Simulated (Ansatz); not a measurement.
## Worked example: correlation energy of O₂⁺, quartet

Geometry: a point of a stretch scan, not a stationary point.

```xyz
2

O     0.0000    0.0000    0.0000
O     0.0000    0.0000    1.1940
```

Basis 6-31G; Ansatz 0.2.0. Correlated methods freeze the noble-gas cores, which leaves 11 electrons in 16 orbitals. R marks a restricted (for open shells ROHF) determinant, U an unrestricted one.

Full CI is exact within this basis and frozen core; it isn't the basis-set limit. The frozen core follows each run's orbitals, which can shift R against U totals by a few meV.

Runs differ by some tens of microhartree through their thresholds and, for an open shell, their frozen cores, so steps under 0.1 kcal/mol mean nothing.

```tsv
level	total energy (hartree)
UHF	-148.997906
UMP2	-149.153496
UCCSD	-149.167676
UCCSD(T)	-149.170567
UCCSDT	-149.171024
UCCSDT(Q)	-149.171728
UCCSDTQ	-149.171783
full CI	-149.171748
```

What is the correlation energy at full CI, and what share of it do UMP2 and UCCSDT recover?

E(corr) = -149.171748 − (-148.997906) = -0.173842 hartree = -4.730 eV. UMP2: -0.155590 / -0.173842 = 89.50 %. UCCSDT: -0.173118 / -0.173842 = 99.58 %.

By how many kcal/mol does UCCSD(T) miss full CI (1 hartree = 627.509 kcal/mol), and which steps make up the rest?

-149.170567 − (-149.171748) = 0.001181 hartree = 0.74 kcal/mol. Steps: UCCSDT − UCCSD(T) = -0.29, UCCSDT(Q) − UCCSDT = -0.44, UCCSDTQ − UCCSDT(Q) = -0.03, full CI − UCCSDTQ = 0.02 kcal/mol. That is within 1 kcal/mol of the reference in this basis, which itself misses far more of the correlation at the basis-set limit.
